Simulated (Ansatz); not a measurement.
What a trial cell of Mg₂As relaxes into

All numbers below come from DFT PBE, scalar-relativistic, plane waves, PAW in Ansatz 0.2.0.

Mg₂As was placed on the AlB2 structure type (P6/mmm, No. 191), with As in place of Al, Mg in place of B, at a guessed volume.

The final relaxation ran on this input, with the default PAW datasets:

```yaml
crystal:
  lattice:
    - [5.0438812119, 0.0, 0.0]
    - [-2.5219406059, 4.3681292631, 0.0]
    - [0.0, 0.0, 2.8653991487]
  atoms:
    - { symbol: Mg, position: [0.3333333333, 0.6666666667, 0.5] }
    - { symbol: Mg, position: [0.6666666667, 0.3333333333, 0.5] }
    - { symbol: As, position: [0.0, 0.0, 0.0] }
basis:
  ecutwfc: 420
kpoints:
  mp_grid: { grid: [12, 12, 16] }
hamiltonian:
  xc: pbe
scf:
  occupations: { method: gaussian, width: 0.1 }
output:
  forces: true
  stress: true
  eigenvalues: true
relax:
  adjacent_minimum: "off"
  f_tol: 0.01
  max_steps: 80
  cell: { stress_tol: 0.05 }
```

Launched as:

```bash
ansatz run input.yaml --threads 1 --pin off --max-ram 2560MiB --backend cpu --events-out ev --progress --plain --runs-dir out
```

It took 2.3 min on 1 thread of Arm Neoverse N1, with other jobs on the host, peak memory 0.47 GiB.

End of the output:

```
SCF converged after 5 iterations
Free energy (F): -8703.465530 eV
Harris-Foulkes:  -8703.465530 eV  (|F-HF|=4.18e-11)
Internal energy: -8703.456543 eV  (E = F + TS)
E sigma→0 (E₀):  -8703.461036 eV
Entropy (-TS):   -0.008987 eV (-2.996 meV/atom)
Fermi energy:    8.101950 eV
--- Per-component energies (eV) ---
  E_band       = -944.042876
  E_kinetic    = 251.879589
  E_local      = -4840.800855  (includes V_loc(G=0)·N_el)
  E_nonlocal   = -478.984413
  E_hartree    = 2050.349081
  E_xc         = -136.221519
  E_vxc        = -152.751403  (∫ρ·V_xc dr)
  E_paw        = -2419.805485  (= ΣΔE_a)
  E_vpaw       = 175.916082  (= ΣTr[D̂ρ^β])
  E_aug_tail   = 0.000002  (compensation charges beyond the density's cutoff)
  E_ewald      = -3129.872943
  E_smearing   = -0.008987  (= −TS)
  E_closure    = 0.000000  (closes the sum)
  Σ components = -8703.465530   (vs F -8703.465530, Δ=0.00e0)
--- Forces (eV/Å), atoms counted from 1 ---
  atom   1  Mg     0.00000000     0.00000000     0.00000000
  atom   2  Mg     0.00000000     0.00000000     0.00000000
  atom   3  As     0.00000000     0.00000000     0.00000000
  max |Σ_I F_I| component: 3.70e-17 eV/Å
--- Stress (GPa, compression-positive) ---
        0.034470       0.000000       0.000000
        0.000000       0.034470       0.000000
        0.000000       0.000000      -0.017360
  P = ⅓ Tr σ = 0.0172 GPa (0.172 kbar)
--- Relaxed structure (6 steps of the walk, 6 accepted, 1 SCFs on fresh bases) ---
  F+E_penalty+E_count = -8703.46552965 eV   max|allowed force component| = 1.110e-16 eV/Å   (the final SCF, on the basis selected at the relaxed cell)
  cell:  # Å, volume = 63.4563 Å³
    - [4.894251, 0.000000, 0.0]
    - [-2.447125, 4.238545, 0.0]
    - [0.0, 0.0, 3.058946]
  atoms:
    - { symbol: Mg, position: [0.333333, 0.666667, 0.5] }
    - { symbol: Mg, position: [0.666667, 0.333333, 0.5] }
    - { symbol: As, position: [0.000000, 0.000000, 0.0] }
```

Total energies depend on the potentials used, so only differences within one code and one set of settings carry meaning.

The result has space group P6/mmm (No. 191). Mg is coordinated by 3 Mg at 2.83 Å, 2 Mg at 3.06 Å and 6 As at 3.21 Å; As is coordinated by 2 As at 3.06 Å and 12 Mg at 3.21 Å.

Against the elements it lies at 0.09 eV/atom. The zero of energy is the elements' standard structures at the same level; no fitted shifts are applied.

The k mesh leaves about 4 meV/atom of noise in metals.

A structure relaxed within its symmetry needn't be a true minimum.